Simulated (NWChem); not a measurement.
All runs are NWChem calculations. System: CCl4, charge 0, spin multiplicity 1, displaced from the optimised geometry. Level: BLYP/def2-SVP.

Output (cleaned and shortened):

```
             Northwest Computational Chemistry Package (NWChem) 7.3.0
             --------------------------------------------------------

                                NWChem Input Module
                                -------------------

 Scaling coordinates for geometry "geometry" by  1.889725989
 (inverse scale =  0.529177249)

 Turning off AUTOSYM since
 SYMMETRY directive was detected!

                             Geometry "geometry" -> ""
                             -------------------------

 Output coordinates in angstroms (scale by  1.889725989 to convert to a.u.)

  No.       Tag          Charge          X              Y              Z
 ---- ---------------- ---------- -------------- -------------- --------------
    1 Cl                  17.0000     1.48869100     0.00000000     1.05264200
    2 C                    6.0000     0.00000000     0.00000000    -0.00002500
    3 Cl                  17.0000    -1.48869100     0.00000000     1.05264200
    4 Cl                  17.0000     0.00000000     1.48867600    -1.05263800
    5 Cl                  17.0000     0.00000000    -1.48867600    -1.05263800

 Effective nuclear repulsion energy (a.u.)     426.6087934107

            Nuclear Dipole moment (a.u.)
            ----------------------------
        X                 Y               Z
 ---------------- ---------------- ----------------
     0.0000000000     0.0000000000    -0.0000264562

      Symmetry information
      --------------------

 Group name             C2v
 Group number             16
 Group order               4
 No. of unique centers     3

      Symmetry unique atoms

     1    2    4


 Summary of "ao basis" -> "" (spherical)
 ------------------------------------------------------------------------------
       Tag                 Description            Shells   Functions and Types
 ---------------- ------------------------------  ------  ---------------------
 *                          def2-svp                  on all atoms

                                 NWChem DFT Module
                                 -----------------

 Summary of "ao basis" -> "ao basis" (spherical)
 ------------------------------------------------------------------------------
       Tag                 Description            Shells   Functions and Types
 ---------------- ------------------------------  ------  ---------------------
 Cl                         def2-svp                 8       18   4s3p1d
 C                          def2-svp                 6       14   3s2p1d

 Summary of "ao basis" -> "ao basis" (spherical)
 ------------------------------------------------------------------------------
       Tag                 Description            Shells   Functions and Types
 ---------------- ------------------------------  ------  ---------------------
 Cl                         def2-svp                 8       18   4s3p1d
 C                          def2-svp                 6       14   3s2p1d

      Symmetry analysis of basis
      --------------------------

        a1         33
        a2         11
        b1         21
        b2         21

            General Information
            -------------------
          SCF calculation type: DFT
          Wavefunction type:  closed shell.
          No. of atoms     :     5
          No. of electrons :    74
           Alpha electrons :    37
            Beta electrons :    37
          Charge           :     0
          Spin multiplicity:     1
          Use of symmetry is: on ; symmetry adaption is: on
          Maximum number of iterations: 100
          AO basis - number of functions:    86
                     number of shells:    38
          Convergence on energy requested:  1.00D-06
          Convergence on density requested:  1.00D-05
          Convergence on gradient requested:  5.00D-04

              XC Information
              --------------
                    Becke 1988 Exchange Functional  1.000
              Lee-Yang-Parr Correlation Functional  1.000

             Grid Information
             ----------------
          Grid used for XC integration:  medium
          Radial quadrature: Mura-Knowles
          Angular quadrature: Lebedev.
[...]
    11     -0.237401  1 Cl px                43     -0.237401  3 Cl px
    61      0.237369  4 Cl px                79      0.237369  5 Cl px
     8     -0.185010  1 Cl px                40     -0.185010  3 Cl px

 Vector   37  Occ=2.000000D+00  E=-2.641702D-01  Symmetry=a2
              MO Center= -1.9D-12, -4.6D-10,  1.9D-04, r^2= 4.5D+00
   Bfn.  Coefficient  Atom+Function         Bfn.  Coefficient  Atom+Function
  ----- ------------  ---------------      ----- ------------  ---------------
    12      0.335745  1 Cl py                44     -0.335745  3 Cl py
    61     -0.335686  4 Cl px                79      0.335686  5 Cl px
     9      0.261655  1 Cl py                41     -0.261655  3 Cl py
    58     -0.261614  4 Cl px                76      0.261614  5 Cl px
     6      0.149526  1 Cl py                38     -0.149526  3 Cl py

 Vector   38  Occ=0.000000D+00  E=-8.768021D-02  Symmetry=a1
              MO Center= -2.3D-14, -2.7D-14,  1.3D-04, r^2= 3.8D+00
   Bfn.  Coefficient  Atom+Function         Bfn.  Coefficient  Atom+Function
  ----- ------------  ---------------      ----- ------------  ---------------
    21      0.970267  2 C  s                 20      0.683753  2 C  s
    11      0.383868  1 Cl px                43     -0.383868  3 Cl px
    62      0.383802  4 Cl py                80     -0.383802  5 Cl py
     4     -0.287560  1 Cl s                 36     -0.287560  3 Cl s
    54     -0.287531  4 Cl s                 72     -0.287531  5 Cl s

 Vector   39  Occ=0.000000D+00  E=-3.700239D-02  Symmetry=b1
              MO Center= -4.9D-11, -5.5D-15,  3.5D-01, r^2= 2.9D+00
   Bfn.  Coefficient  Atom+Function         Bfn.  Coefficient  Atom+Function
  ----- ------------  ---------------      ----- ------------  ---------------
    25      0.821949  2 C  px                22      0.642003  2 C  px
    13      0.433117  1 Cl pz                45     -0.433117  3 Cl pz
     4     -0.397103  1 Cl s                 36      0.397103  3 Cl s
    11      0.387839  1 Cl px                43      0.387839  3 Cl px
    61     -0.224693  4 Cl px                79     -0.224693  5 Cl px

 Vector   40  Occ=0.000000D+00  E=-3.699830D-02  Symmetry=a1
              MO Center=  4.9D-11,  2.5D-09, -1.7D-04, r^2= 3.0D+00
   Bfn.  Coefficient  Atom+Function         Bfn.  Coefficient  Atom+Function
  ----- ------------  ---------------      ----- ------------  ---------------
    27      0.821964  2 C  pz                24      0.642005  2 C  pz
    11      0.433078  1 Cl px                43     -0.433078  3 Cl px
    62     -0.433178  4 Cl py                80      0.433178  5 Cl py
     4     -0.280764  1 Cl s                 36     -0.280764  3 Cl s
    54      0.280854  4 Cl s                 72      0.280854  5 Cl s

 center of mass
 --------------
 x =   0.00000000 y =   0.00000000 z =  -0.00000025

 moments of inertia (a.u.)
 ------------------
        1106.965451757815           0.000000000000           0.000000000000
           0.000000000000        1106.976605809355           0.000000000000
           0.000000000000           0.000000000000        1106.990165761059

     Multipole analysis of the density
     ---------------------------------

     L   x y z        total         alpha         beta         nuclear
     -   - - -        -----         -----         ----         -------
     0   0 0 0     -0.000000    -37.000000    -37.000000     74.000000

     1   1 0 0      0.000000      0.000000      0.000000      0.000000
     1   0 1 0      0.000000      0.000000      0.000000      0.000000
     1   0 0 1     -0.000059     -0.000016     -0.000016     -0.000026

     2   2 0 0    -40.037078   -154.559870   -154.559870    269.082661
     2   1 1 0      0.000000      0.000000      0.000000      0.000000
     2   1 0 1      0.000000      0.000000      0.000000      0.000000
     2   0 2 0    -40.036839   -154.557039   -154.557039    269.077239
     2   0 1 1     -0.000000     -0.000000     -0.000000      0.000000
     2   0 0 2    -40.036983   -154.553815   -154.553815    269.070647

            General Information
            -------------------
          SCF calculation type: DFT
          Wavefunction type:  closed shell.
          No. of atoms     :     5
          No. of electrons :    74
           Alpha electrons :    37
            Beta electrons :    37
          Charge           :     0
          Spin multiplicity:     1
          Use of symmetry is: on ; symmetry adaption is: on
          Maximum number of iterations: 100
          AO basis - number of functions:    86
                     number of shells:    38
          Convergence on energy requested:  1.00D-06
          Convergence on density requested:  1.00D-05
          Convergence on gradient requested:  5.00D-04

              XC Information
              --------------
                    Becke 1988 Exchange Functional  1.000
              Lee-Yang-Parr Correlation Functional  1.000

             Grid Information
             ----------------
          Grid used for XC integration:  medium
          Radial quadrature: Mura-Knowles
          Angular quadrature: Lebedev.
          Tag              B.-S. Rad. Rad. Pts. Rad. Cut. Ang. Pts.
          ---              ---------- --------- --------- ---------
          Cl                  1.00       88           8.0       590
          C                   0.70       49           7.0       434
          Grid pruning is: on
          Number of quadrature shells:   225
          Spatial weights used:  Erf1

          Convergence Information
          -----------------------
          Convergence aids based upon iterative change in
          total energy or number of iterations.
          Levelshifting, if invoked, occurs when the
          HOMO/LUMO gap drops below (HL_TOL):  1.00D-02
          DIIS, if invoked, will attempt to extrapolate
          using up to (NFOCK): 10 stored Fock matrices.

                    Damping( 0%)  Levelshifting(0.5)       DIIS
                  --------------- ------------------- ---------------
          dE  on:    start            ASAP                start
          dE off:    2 iters        100 iters           100 iters

      Screening Tolerance Information
      -------------------------------
          Density screening/tol_rho:  1.00D-10
          AO Gaussian exp screening on grid/accAOfunc:  14
          CD Gaussian exp screening on grid/accCDfunc:  20
          XC Gaussian exp screening on grid/accXCfunc:  20
          Schwarz screening/accCoul:  1.00D-08

                            NWChem DFT Gradient Module
                            --------------------------

  charge          =   0.00
  wavefunction    = closed shell

  Using symmetry

                         DFT ENERGY GRADIENTS

    atom               coordinates                        gradient
                 x          y          z           x          y          z
   1 Cl      2.813218   0.000000   1.989205    0.005238   0.000000   0.003706
   2 C       0.000000   0.000000  -0.000047    0.000000   0.000000  -0.000012
   3 Cl     -2.813218   0.000000   1.989205   -0.005238   0.000000   0.003706
   4 Cl      0.000000   2.813190  -1.989197    0.000000   0.005232  -0.003700
   5 Cl      0.000000  -2.813190  -1.989197    0.000000  -0.005232  -0.003700

                 ----------------------------------------
                 |  Time  |  1-e(secs)   |  2-e(secs)   |
                 ----------------------------------------
                 |  CPU   |       0.00   |       0.96   |
                 ----------------------------------------
                 |  WALL  |       0.00   |       0.96   |
                 ----------------------------------------

 Task  times  cpu:        2.9s     wall:        2.9s

 Total times  cpu:        2.9s     wall:        2.9s
```

**Question.** Write an NWChem input that would produce this output.

**Answer.** One answer among several that fit: 
```
start mol
memory heap 200 mb stack 900 mb global 1100 mb
geometry units angstroms nocenter noautoz
  Cl     1.488691     0.000000     1.052642
  C      0.000000     0.000000    -0.000025
  Cl    -1.488691     0.000000     1.052642
  Cl     0.000000     1.488676    -1.052638
  Cl     0.000000    -1.488676    -1.052638
  symmetry group C2v
end
basis spherical
  * library def2-svp
end
dft
  xc becke88 lyp
  semidirect memsize 60000000 filesize 0
  iterations 100
  tolerances tight
end
task dft gradient
```
